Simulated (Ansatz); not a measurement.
Reaction (atomization): `CC(C)(O)Cl` → 3 C• + Cl• + 7 H• + O•

Computed with Ansatz on PBE0-D4/def2-TZVP structures; ΔE is electronic, products minus reactants. CCSD(T)/CBS adds triple-zeta CCSD(T) − MP2 to the extrapolated MP2 energy (def2 sets, frozen cores). This one scheme is used for every species, atoms too. For atomizations the MP2-based limit and the directly extrapolated one differ by several kJ/mol either way, and by 10 to 25 for some Ge, Se and Sn compounds, so smaller differences from it don't rank the levels. Functionals use def2-TZVPP. No spin–orbit coupling; open shells (•) take unrestricted orbitals. Spin–orbit coupling would lower the free atoms: a little for C, Cl, O. Each species was taken in one conformer, which may not be the lowest.

```csv
species,BHLYP-D4 energy (Eh)
`CC(C)(O)Cl`,-653.95456
C•,-37.84774
Cl•,-460.15612
H•,-0.49854
O•,-75.07712
```

Work out ΔE.

ΔE = 7 × (-0.49854) + 3 × (-37.84774) + (-460.15612) + (-75.07712) − (-653.95456) = 1.68832 Eh = +4432.7 kJ/mol. CCSD(T)/CBS gives +4581.2 kJ/mol.

Largest T1 diagnostic among the species: 0.010.

Leaving LDA and LC-ωPBE aside and taking each functional with its dispersion term where it has one, the values, not all of them listed here, spread over 249.1 kJ/mol, from BHLYP-D4 to PBE-D4. LDA lies +612.9 kJ/mol from PBE without D4, its usual overbinding. At CCSD(T), def2-SVP lies −213.2 kJ/mol from the extrapolated value and def2-TZVPP −112.4 kJ/mol: correlation converges slowly with the basis, and small sets miss more of it in the bonded molecule than in its fragments. From r2SCAN to r2SCAN0 (25 % exact exchange), in def2-TZVPP and without D4, ΔE moves by −65.5 kJ/mol: exact exchange takes away binding that semilocal exchange gives to molecules.
